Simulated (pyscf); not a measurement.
Thermochemistry of product channels of Zn (SMILES [Zn]) [singlet] + H₂O (SMILES O) on the singlet surface, in kJ/mol, from ωB97M-D3(BJ)/def2-TZVP energies (ideal gas, 1 atm, RRHO with modes under 100 cm⁻¹ raised to 100, one conformer, R ln 2 for rigid chiral ones). Single points on ωB97X-D3(BJ)/def2-SVP structures (PySCF, gas phase).

| products | ΔE | ΔH(298 K) | ΔG(298 K) | ΔG(1200 K) |
|---|---|---|---|---|
| O=Zn (SMILES [O]=[Zn]) + H₂ (SMILES [H][H]) | ___ | +373.4 | +372.0 | +362.0 |
| HO–ZnH (SMILES [OH][ZnH]) | -15.4 | -27.3 | +1.9 | ___ |

Fill in the missing entries.


- O=Zn (SMILES [O]=[Zn]) + H₂ (SMILES [H][H]), ΔE: +397.6
- HO–ZnH (SMILES [OH][ZnH]), ΔG(1200 K): +86.9

These are energies of the channels, which say nothing of barriers. A restricted solution here is unstable towards spin polarisation, so biradical character is likely and single-reference numbers are less safe. Elements up to Kr have no core potential and no relativistic terms here.
